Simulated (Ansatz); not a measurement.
Reaction (silylene loss): `[SiH3][SiH2]S` → `[SiH3]S` + `[SiH2]`

Computed with Ansatz on PBE0-D4/def2-TZVP structures; ΔE is electronic, products minus reactants. CCSD(T)/CBS adds triple-zeta CCSD(T) − MP2 to the extrapolated MP2 energy (def2 sets, frozen cores). This one scheme is used for every species. Functionals use def2-TZVPP. B3LYP here is the variant with VWN-RPA as its local correlation; programs differ in this. HSE06 is defined as in plane-wave codes. Each species was taken in one conformer, which may not be the lowest.

`[SiH3][SiH2]S`:

```xyz
9

Si    1.369   -0.672    0.281
Si   -0.642    0.519    0.224
S    -1.582    0.015   -1.635
H     1.100   -2.131    0.198
H     2.081   -0.380    1.554
H     2.231   -0.269   -0.861
H    -1.508    0.142    1.374
H    -0.388    1.983    0.308
H    -2.662    0.793   -1.445
```

`[SiH3]S`:

Cartesian coordinates in Å:
```
Si 0.363 0.191 -0.332
S -0.796 0.080 1.460
H 1.173 -1.036 -0.537
H 1.253 1.360 -0.137
H -0.496 0.402 -1.526
H -1.498 -0.998 1.072
```

`[SiH2]`:

```xyz
3

Si   -0.082   -0.468   -0.530
H     0.846   -0.373    0.677
H    -0.764    0.841   -0.148
```

```csv
level,ΔE (kJ/mol)
r2SCAN0-D4,262.3
CAM-B3LYP-D4,238.7
ωB97M-V,229.4
B3LYP,221.6
HSE06,251.1
MP2/def2-TZVPP,245.2
CCSD/def2-TZVPP,224.9
HF/def2-QZVPP,210.2
```

Question: What does CCSD(T)/CBS give? (Best estimate.)

Answer: The calculation gave: +237.9 kJ/mol. The listed levels differ from it by 24.4, 0.8, -8.5, -16.3, 13.2, 7.3, -13.0, -27.7 kJ/mol.

Largest T1 diagnostic among the species: 0.014.

At CCSD(T), def2-SVP lies −17.7 kJ/mol from the extrapolated value and def2-TZVPP −7.6 kJ/mol. Leaving LDA and LC-ωPBE aside and taking each functional with its dispersion term where it has one, the values, not all of them listed here, spread over 35.4 kJ/mol, from BLYP-D4 to r2SCAN0-D4. LDA lies +31.7 kJ/mol from PBE without D4. From PBE to PBE0 (25 % exact exchange), in def2-TZVPP and without D4, ΔE moves by +6.0 kJ/mol.
